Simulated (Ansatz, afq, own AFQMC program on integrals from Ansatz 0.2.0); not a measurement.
# GeH4⁺, doublet in def2-TZVP, levels against CCSDT(Q)

```yaml
atoms:
  - { symbol: Ge, position_ang: [0.0001, 0.0001, 0.0000] }
  - { symbol: H, position_ang: [1.1502, -0.7577, 0.6818] }
  - { symbol: H, position_ang: [-1.2410, -0.0300, 0.9058] }
  - { symbol: H, position_ang: [-0.3298, -0.6703, -1.3430] }
  - { symbol: H, position_ang: [0.4206, 1.4580, -0.2445] }
```

Basis def2-TZVP. Only valence electrons are correlated. Integrals, coupled cluster, full CI and functionals: Ansatz 0.2.0; the random walks run on the same integrals in our own AFQMC program. The CISD trial takes its coefficients from CCSD amplitudes. Released means that phaseless walkers are propagated on without the constraint, phases kept. Error bars are statistical, one sigma. No spin–orbit coupling.

Determinant: UHF, the one that the program's search chose, which needn't be the lowest solution. The geometry is a PBE0/def2-SVP stationary point of this or a neighbouring charge and spin state.

No full CI on the walks' own integrals is used here; CCSDT(Q) serves as the reference and is uncertain by about the last step of the cluster series.

Cautions: no relativity below Rb; no spin-orbit coupling; inner d shell frozen; the released energies are still falling, so no released level is given (meV from the phaseless value at times in 1/Eh: -7.1 ± 2.1 at 0.24, -10.1 ± 1.5 at 0.51, -15.5 ± 1.8 at 0.99, -20.4 ± 1.0 at 1.62, -1098 ± 1078 at 2.40), though the last usable value meets CCSDT(Q) within the noise.

```
T1 diagnostic                               : 0.0213
weight of the determinant in the CISD state : 0.917
⟨S²⟩ of the determinant                     : 0.762
size of the correlated space                : 7 electrons in 58 orbitals
```

| level | correlation energy (eV) |
| --- | --- |
| MP2 | -2.8051 |
| CCSD | -3.5698 |
| CCSD(T) | -3.6580 |

Task: Estimate where phaseless AFQMC with a CISD trial lies against CCSD(T) on the same integrals.

Result: 6.6 ± 1.6 meV below CCSD(T).

Reference: CCSDT(Q), correlation energy -3.686 eV.

```
        level  E − E(reference) (meV)  share of correlation (%)
      CCSD(T)                    28.1                     99.24
        CCSDT                     2.5                     99.93
ph-AFQMC/CISD              21.5 ± 1.6                     99.42
```
